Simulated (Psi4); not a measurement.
**H2S (hydrogen sulfide): the HOMO–LUMO gap, rung by rung**

H2S: 3 atoms, total charge 0, spin state singlet. SMILES: `S`. The shape was relaxed beforehand at PBE0/def2-TZVP.

| atom | x (Å) | y (Å) | z (Å) |
| --- | --- | --- | --- |
| S | 0.5048 | -0.2895 | 0.2540 |
| H | 0.1245 | 0.9940 | 0.1683 |
| H | -0.6087 | -0.7175 | -0.3596 |

Quantity: the HOMO–LUMO gap, in eV. The values are calculated.

```csv
level,kind,program,value (eV)
PBE-D4/def2-TZVPP (density fitting),GGA,Psi4,5.77
r2SCAN-D4/def2-TZVPP (density fitting),meta-GGA,Psi4,6.43
B3LYP-D4/def2-TZVPP (density fitting),global hybrid,Psi4,7.53
PBE0-D4/def2-TZVPP (density fitting),global hybrid,Psi4,8.09
wB97M-V/def2-TZVPP (density fitting),range-separated hybrid,Psi4,12.18
```

The values span 5.77 to 12.18 eV. Orbital gaps aren't excitation energies; they tend to grow with the share of exact exchange.
